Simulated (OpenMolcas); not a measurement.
**How methods differ on CH2BN (SMILES BC#N)**

The species is CH2BN (5 atoms), meant as a singlet with charge 0. SMILES: `BC#N`. The shape is that of a PBE0-D4/def2-TZVP optimisation.

Quantity: the HOMO–LUMO gap, in eV. The values are calculated.

| level | kind | program | value (eV) | CPU time |
| --- | --- | --- | --- | --- |
| HF/def2-TZVP | Hartree–Fock | OpenMolcas | 13.25 | 21 s |
| SVWN5/def2-TZVP | LDA | OpenMolcas | 3.86 | 37 s |
| revPBE/def2-TZVP | GGA | OpenMolcas | 4.10 | 42 s |
| M06-L/def2-TZVP | meta-GGA | OpenMolcas | 4.78 | 50 s |
| TPSS/def2-TZVP | meta-GGA | OpenMolcas | 4.36 | 50 s |
| BHLYP/def2-TZVP | global hybrid | OpenMolcas | 8.73 | 35 s |
| M06-2X/def2-TZVP | hybrid meta-GGA | OpenMolcas | 8.71 | 38 s |
| B2PLYP/def2-TZVP | double hybrid | OpenMolcas | 9.00 | 31 s |

The values span 3.86 to 13.25 eV. Orbital gaps aren't excitation energies, and those of double hybrids come from the SCF part alone; they tend to grow with the share of exact exchange. Times are those of the runs behind each value, whatever else they computed, on shared processors of several kinds: orders of magnitude only.
